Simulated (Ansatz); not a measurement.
A relaxation, step by step

Si₃H₁₀, closed shell, PBE0-D4/def2-TZVP (Ansatz 0.2.0). Settings:

```yaml
hamiltonian: {xc: pbe0, dispersion: d4}
relax: {f_tol: 0.005, max_steps: 200}
```

Start, a step off a saddle point along its unstable mode:

```json
{"atom": "Si1", "x (Å)": "-0.3382", "y (Å)": "-1.1478", "z (Å)": "0.2909"}
{"atom": "Si2", "x (Å)": "0.4528", "y (Å)": "1.3373", "z (Å)": "1.3254"}
{"atom": "H3", "x (Å)": "-0.5194", "y (Å)": "-2.6499", "z (Å)": "0.6420"}
{"atom": "H4", "x (Å)": "-1.4600", "y (Å)": "-0.5265", "z (Å)": "1.1911"}
{"atom": "Si5", "x (Å)": "-0.3453", "y (Å)": "-0.2863", "z (Å)": "-1.8624"}
{"atom": "H6", "x (Å)": "0.8747", "y (Å)": "-0.2411", "z (Å)": "0.9060"}
{"atom": "H7", "x (Å)": "1.1404", "y (Å)": "-1.3884", "z (Å)": "0.0467"}
{"atom": "H8", "x (Å)": "1.7536", "y (Å)": "2.0475", "z (Å)": "1.1884"}
{"atom": "H9", "x (Å)": "0.0299", "y (Å)": "1.2392", "z (Å)": "2.7325"}
{"atom": "H10", "x (Å)": "-0.6129", "y (Å)": "2.0207", "z (Å)": "0.5157"}
{"atom": "H11", "x (Å)": "0.8684", "y (Å)": "0.5331", "z (Å)": "-2.0593"}
{"atom": "H12", "x (Å)": "-1.5469", "y (Å)": "0.5231", "z (Å)": "-2.1497"}
{"atom": "H13", "x (Å)": "-0.2972", "y (Å)": "-1.4606", "z (Å)": "-2.7675"}
```

```json
{"step": "1", "energy less the last (meV)": "2350.6", "largest force component (eV/Å)": "2.520"}
{"step": "2", "energy less the last (meV)": "1543.3", "largest force component (eV/Å)": "1.803"}
{"step": "3", "energy less the last (meV)": "953.3", "largest force component (eV/Å)": "0.963"}
{"step": "4", "energy less the last (meV)": "591.5", "largest force component (eV/Å)": "1.055"}
{"step": "5", "energy less the last (meV)": "222.6", "largest force component (eV/Å)": "0.209"}
{"step": "6", "energy less the last (meV)": "86.2", "largest force component (eV/Å)": "0.150"}
{"step": "7", "energy less the last (meV)": "26.6", "largest force component (eV/Å)": "0.085"}
{"step": "8", "energy less the last (meV)": "10.6", "largest force component (eV/Å)": "0.057"}
{"step": "9", "energy less the last (meV)": "4.7", "largest force component (eV/Å)": "0.020"}
{"step": "10", "energy less the last (meV)": "2.0", "largest force component (eV/Å)": "0.022"}
{"step": "11", "energy less the last (meV)": "1.6", "largest force component (eV/Å)": "0.019"}
{"step": "12", "energy less the last (meV)": "1.4", "largest force component (eV/Å)": "0.013"}
{"step": "13", "energy less the last (meV)": "1.2", "largest force component (eV/Å)": "0.009"}
{"step": "14", "energy less the last (meV)": "1.1", "largest force component (eV/Å)": "0.013"}
{"step": "15", "energy less the last (meV)": "0.7", "largest force component (eV/Å)": "0.040"}
{"step": "16", "energy less the last (meV)": "0.6", "largest force component (eV/Å)": "0.050"}
{"step": "17", "energy less the last (meV)": "0.5", "largest force component (eV/Å)": "0.027"}
{"step": "18", "energy less the last (meV)": "0.3", "largest force component (eV/Å)": "0.001"}
{"step": "19", "energy less the last (meV)": "0.2", "largest force component (eV/Å)": "0.009"}
{"step": "20", "energy less the last (meV)": "0.2", "largest force component (eV/Å)": "0.010"}
{"step": "21", "energy less the last (meV)": "0.1", "largest force component (eV/Å)": "0.008"}
{"step": "22", "energy less the last (meV)": "0.1", "largest force component (eV/Å)": "0.008"}
{"step": "23", "energy less the last (meV)": "0.1", "largest force component (eV/Å)": "0.008"}
{"step": "24", "energy less the last (meV)": "0.0", "largest force component (eV/Å)": "0.007"}
{"step": "25", "energy less the last (meV)": "0.0", "largest force component (eV/Å)": "0.003"}
{"step": "26", "energy less the last (meV)": "0.0", "largest force component (eV/Å)": "0.002"}
{"step": "27", "energy less the last (meV)": "0.0", "largest force component (eV/Å)": "0.002"}
```

Step 13, positions (Å) and forces (eV/Å):

```json
{"atom": "Si1", "x": "-0.499", "y": "-1.765", "z": "0.060", "Fx": "0.002", "Fy": "0.004", "Fz": "0.009"}
{"atom": "Si2", "x": "0.740", "y": "1.836", "z": "1.491", "Fx": "-0.002", "Fy": "-0.006", "Fz": "0.000"}
{"atom": "H3", "x": "-1.466", "y": "-2.887", "z": "-0.090", "Fx": "0.002", "Fy": "0.007", "Fz": "0.002"}
{"atom": "H4", "x": "-0.938", "y": "-0.917", "z": "1.201", "Fx": "0.002", "Fy": "-0.009", "Fz": "-0.004"}
{"atom": "Si5", "x": "-0.421", "y": "-0.520", "z": "-1.919", "Fx": "0.000", "Fy": "-0.007", "Fz": "0.001"}
{"atom": "H6", "x": "1.579", "y": "0.696", "z": "1.040", "Fx": "-0.001", "Fy": "0.004", "Fz": "0.002"}
{"atom": "H7", "x": "0.841", "y": "-2.330", "z": "0.375", "Fx": "-0.004", "Fy": "0.001", "Fz": "-0.001"}
{"atom": "H8", "x": "1.550", "y": "3.080", "z": "1.475", "Fx": "-0.001", "Fy": "0.001", "Fz": "-0.001"}
{"atom": "H9", "x": "0.252", "y": "1.577", "z": "2.869", "Fx": "0.000", "Fy": "-0.003", "Fz": "-0.003"}
{"atom": "H10", "x": "-0.419", "y": "1.987", "z": "0.575", "Fx": "0.002", "Fy": "0.003", "Fz": "0.000"}
{"atom": "H11", "x": "0.640", "y": "0.519", "z": "-1.855", "Fx": "0.005", "Fy": "0.002", "Fz": "0.001"}
{"atom": "H12", "x": "-1.729", "y": "0.146", "z": "-2.157", "Fx": "-0.004", "Fy": "0.004", "Fz": "0.000"}
{"atom": "H13", "x": "-0.131", "y": "-1.422", "z": "-3.066", "Fx": "0.000", "Fy": "-0.001", "Fz": "-0.003"}
```

Last step (27):

```
13
angstrom
Si -0.4698 -1.8010 0.0697
Si 0.6911 1.8556 1.4517
H -1.5600 -2.8080 -0.0377
H -0.7349 -0.9517 1.2625
Si -0.3890 -0.5093 -1.8793
H 1.6589 0.8077 1.0388
H 0.8198 -2.5140 0.2725
H 1.3860 3.1656 1.5320
H 0.1223 1.5111 2.7787
H -0.4025 1.9385 0.4501
H 0.7954 0.3894 -1.8731
H -1.6187 0.3188 -2.0000
H -0.2987 -1.4026 -3.0660
```

The run took about 63 s on 4 CPU threads of an Arm Neoverse V1 (shared host).
